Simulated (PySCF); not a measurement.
methanol (CH₄O), SMILES OC.

Coordinates come from a ωB97X-D3(BJ)/def2-TZVP optimisation.

Computed with ωB97X-D3(BJ)/def2-TZVP run with PySCF 2.14.0.

Harmonic, unscaled wavenumbers; measured fundamentals usually lie a few per cent lower.

Computed harmonic wavenumbers and intensities:
```json
[
 {"mode": "1", "ν (cm⁻¹)": "300", "IR (km/mol)": "120.8", "moving atoms (share of kinetic energy)": "H 94 %"},
 {"mode": "2", "ν (cm⁻¹)": "1068", "IR (km/mol)": "100.2", "moving atoms (share of kinetic energy)": "H 69 %, O 18 %, C 13 %"},
 {"mode": "3", "ν (cm⁻¹)": "1101", "IR (km/mol)": "23.7", "moving atoms (share of kinetic energy)": "C 39 %, H 31 %, O 30 %"},
 {"mode": "4", "ν (cm⁻¹)": "1179", "IR (km/mol)": "0.5", "moving atoms (share of kinetic energy)": "H 78 %, C 18 %"},
 {"mode": "5", "ν (cm⁻¹)": "1377", "IR (km/mol)": "26.5", "moving atoms (share of kinetic energy)": "H 76 %, C 15 %, O 9 %"},
 {"mode": "6", "ν (cm⁻¹)": "1489", "IR (km/mol)": "4.5", "moving atoms (share of kinetic energy)": "H 87 %, C 13 %"},
 {"mode": "7", "ν (cm⁻¹)": "1504", "IR (km/mol)": "2.8", "moving atoms (share of kinetic energy)": "H 96 %"},
 {"mode": "8", "ν (cm⁻¹)": "1516", "IR (km/mol)": "4.4", "moving atoms (share of kinetic energy)": "H 96 %"},
 {"mode": "9", "ν (cm⁻¹)": "3024", "IR (km/mol)": "56.4", "moving atoms (share of kinetic energy)": "H 97 %"},
 {"mode": "10", "ν (cm⁻¹)": "3078", "IR (km/mol)": "60.8", "moving atoms (share of kinetic energy)": "H 90 %, C 10 %"},
 {"mode": "11", "ν (cm⁻¹)": "3146", "IR (km/mol)": "28.8", "moving atoms (share of kinetic energy)": "H 91 %, C 9 %"},
 {"mode": "12", "ν (cm⁻¹)": "3881", "IR (km/mol)": "31.3", "moving atoms (share of kinetic energy)": "H 94 %"}
]
```
